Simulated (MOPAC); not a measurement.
MOPAC input (PM3):

```
PM3 PRECISE GNORM=0.05 LET XYZ CHARGE=1 GEO-OK AUX(PRECISION=9) THREADS=1
CHO

C    -0.00000000 1   -0.00000000 1   -0.51434199 1
O     0.00000000 1    0.00000000 1    0.58709802 1
H    -0.00000000 1   -0.00000000 1   -1.61073223 1
```

Output:

```
 *******************************************************************************
 **                                                                           **
 **                              MOPAC v23.2.5                                **
 **                                                                           **
 *******************************************************************************
 ** MOPAC's Digital Object Identifier: https://doi.org/10.5281/zenodo.6511958 **
 **                                                                           **
 ** Please cite the open-source release paper for use of this MOPAC version:  **
 ** J. E. Moussa and J. J. P. Stewart (2026)                                  **
 ** MOPAC: An open-source semiempirical molecular orbital program             **
 ** J. Open Source Softw., 11(119), 8025, https://doi.org/10.21105/joss.08025 **
 *******************************************************************************

                              PM3 CALCULATION RESULTS

 *******************************************************************************
 *  PM3        - The PM3 Hamiltonian to be used
 *  GEO-OK     - OVERRIDE INTERATOMIC DISTANCE AND OTHER SAFETY CHECKS
 *
 *
 *
 *                 CHARGE ON SYSTEM = +1
 *
 *
 *
 *  LET        - OVERRIDE SOME SAFETY CHECKS
 *  PRECISE    - TIGHTER CRITERIA TO BE USED
 *  XYZ        - CARTESIAN COORDINATE SYSTEM TO BE USED
 *  GNORM      - EXIT WHEN GRADIENT NORM DROPS BELOW 0.050
 *  AUX        - OUTPUT AUXILIARY INFORMATION
 *******************************************************************************
PM3 PRECISE GNORM=0.05 LET XYZ CHARGE=1 GEO-OK AUX(PRECISION=9) THREADS=1
 CHO

   ATOM   CHEMICAL          X               Y               Z
  NUMBER   SYMBOL      (ANGSTROMS)     (ANGSTROMS)     (ANGSTROMS)

     1       C         -0.00000000  *  -0.00000000  *  -0.51434199  *
     2       O          0.00000000  *   0.00000000  *   0.58709802  *
     3       H         -0.00000000  *  -0.00000000  *  -1.61073223  *

          CARTESIAN COORDINATES

    NO.       ATOM           X           Y           Z

     1         C         -0.0000     -0.0000     -0.5143
     2         O          0.0000      0.0000      0.5871
     3         H         -0.0000     -0.0000     -1.6107

  H: (PM3): J. J. P. STEWART, J. COMP. CHEM. 10, 209 (1989).
  C: (PM3): J. J. P. STEWART, J. COMP. CHEM. 10, 209 (1989).
  O: (PM3): J. J. P. STEWART, J. COMP. CHEM. 10, 209 (1989).

           Empirical Formula: C H O  =     3 atoms

      MOLECULAR POINT GROUP   :   C*v

      RHF CALCULATION, NO. OF DOUBLY OCCUPIED LEVELS = 5

          Geometry optimization using EF

          DIAGONAL MATRIX USED AS START HESSIAN

 CYCLE:     1  GRAD.:    97.820 HEAT:  177.5622
 CYCLE:     2  GRAD.:   709.503 HEAT:  257.6130
 CYCLE:     3  GRAD.:   160.404 HEAT:  181.4854
 CYCLE:     4  GRAD.:   576.536 HEAT:  196.9639
 CYCLE:     5  GRAD.:    49.184 HEAT:  177.0772
 CYCLE:     6  GRAD.:    10.149 HEAT:  176.8967
 CYCLE:     7  GRAD.:     5.446 HEAT:  176.8908
 CYCLE:     8  GRAD.:     0.117 HEAT:  176.8874
 CYCLE:     9  GRAD.:     0.037 HEAT:  176.8874

     GRADIENT =  0.03739 IS LESS THAN CUTOFF =  0.05000

 -------------------------------------------------------------------------------
 PM3 PRECISE GNORM=0.05 LET XYZ CHARGE=1 GEO-OK AUX(PRECISION=9) THREADS=1
 CHO

     GEOMETRY OPTIMISED USING EIGENVECTOR FOLLOWING (EF).
     SCF FIELD WAS ACHIEVED

                              PM3 CALCULATION
                                                       MOPAC v23.2.5 Linux

          FINAL HEAT OF FORMATION =        176.88737 KCAL/MOL =     740.09678 KJ/MOL

          COSMO AREA              =         58.53 SQUARE ANGSTROMS
          COSMO VOLUME            =         40.77 CUBIC ANGSTROMS

          GRADIENT NORM           =          0.03739          =       0.02159 PER ATOM
          IONIZATION POTENTIAL    =         24.498889 EV
          HOMO LUMO ENERGIES (EV) =        -24.499 -7.413
          NO. OF FILLED LEVELS    =          5
          MOLECULAR WEIGHT        =         29.0183         POINT GROUP:  C*v

          MOLECULAR DIMENSIONS (Angstroms)

            Atom       Atom       Distance
            H     3    O     2     2.21694
            H     3    O     2     0.00000
            C     1    H     3     0.00000

          SCF CALCULATIONS        =         10

   ATOM   CHEMICAL          X               Y               Z
  NUMBER   SYMBOL      (ANGSTROMS)     (ANGSTROMS)     (ANGSTROMS)

     1       C          0.00000000  *   0.00000000  *  -0.52382610  *
     2       O         -0.00000000  *  -0.00000000  *   0.59749990  *
     3       H         -0.00000000  *  -0.00000000  *  -1.61943572  *

                             CARTESIAN COORDINATES

   1    C        0.000000000     0.000000000    -0.523826096
   2    O       -0.000000000    -0.000000000     0.597499905
   3    H       -0.000000000    -0.000000000    -1.619435716

           Empirical Formula: C H O  =     3 atoms

      MOLECULAR POINT GROUP   :   C*v

                  EIGENVALUES
 -48.66405 -30.97226 -25.61277 -24.49889 -24.49889  -7.41322  -7.41322  -6.40003
  -1.61415

              NET ATOMIC CHARGES AND DIPOLE CONTRIBUTIONS

  ATOM NO.   TYPE          CHARGE      No. of ELECS.   s-Pop       p-Pop
    1          C           0.545516        3.4545     1.29791     2.15658
    2          O           0.156425        5.8436     1.81063     4.03294
    3          H           0.298059        0.7019     0.70194
 DIPOLE           X         Y         Z       TOTAL
 POINT-CHG.    -0.000    -0.000    -3.513     3.513
 HYBRID        -0.000    -0.000    -0.104     0.104
 SUM           -0.000    -0.000    -3.617     3.617

          ATOMIC ORBITAL ELECTRON POPULATIONS

     Atom    s        px        py        pz
    1  C   1.29791   0.62606   0.62606   0.90447
    2  O   1.81063   1.37394   1.37394   1.28505
    3  H   0.70194

 **********************
 *                    *
 * JOB ENDED NORMALLY *
 *                    *
 **********************

 == MOPAC DONE ==
```

The dipole moment of an ion depends on the origin.
